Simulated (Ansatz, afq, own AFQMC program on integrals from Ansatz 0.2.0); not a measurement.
**Atomization energy of BNH, doublet**

```xyz
3

B     0.0000    0.0000    0.0439
N     0.0000    0.0000   -1.2617
H     0.0000    0.0000    1.2178
```

Connectivity, by distances: BH–N.

Atoms in their ground-state spins without spin–orbit coupling (mostly on UHF) minus the molecule (UHF), without zero-point energy. The geometry is a stationary point, not shown to be a minimum.

Basis cc-pVDZ. Only valence electrons are correlated. Ansatz 0.2.0 and our own AFQMC program on the same integrals; the CISD trial comes from CCSD amplitudes, and released means the phaseless constraint is let go. Uncertainties: one standard error, sampling alone. The errors of all members are added in quadrature.

No full CI on the walks' own integrals is used here; CCSDTQ serves as the reference and is uncertain by about the last step of the cluster series. Each member takes its own surest rung, up to full CI.

The best estimate is CCSD(T) at the basis-set limit (CBS: def2-TZVPP and def2-QZVPP, with their diffuse functions for anions and beside diffuse sets, CCSD(T) itself extrapolated) plus the step from CCSD(T) to CCSDTQ in cc-pVDZ. Rows without CBS are in cc-pVDZ, the functionals in def2-TZVP; B2PLYP and the wave-function rows carry a basis error of their own. Core correlation and relativity beyond core potentials are missing, and ± holds the sampling alone.

Cautions: BNH (doublet): its ph-AFQMC/CISD value lies 22 ± 5 meV above CCSDTQ.

Estimate: order these levels by their error in the atomization energy against the best estimate, smallest first.
A. CCSD
B. CCSD(T)/CBS
C. MP2
D. CCSD(T)

B (0.7 kcal/mol), C (19.7 kcal/mol), D (24.1 kcal/mol), A (27.9 kcal/mol).

Best estimate: 215.6 kcal/mol.

Best estimates are given only where the step beyond CCSD(T) is under 0.3 eV and no member's determinant is very poor (T1 over 0.05, or 0.07 for open shells, ⟨S²⟩ too high by 0.3, two states mixed), so the hardest cases are missing from such tables.

Each member of a difference takes its own highest rung, so a best estimate needn't equal the limit plus the step of one row. A walk keeps the symmetry of its determinant, which the program's search chose and which needn't be the lowest solution, so a lower state of the same spin and another symmetry isn't excluded.
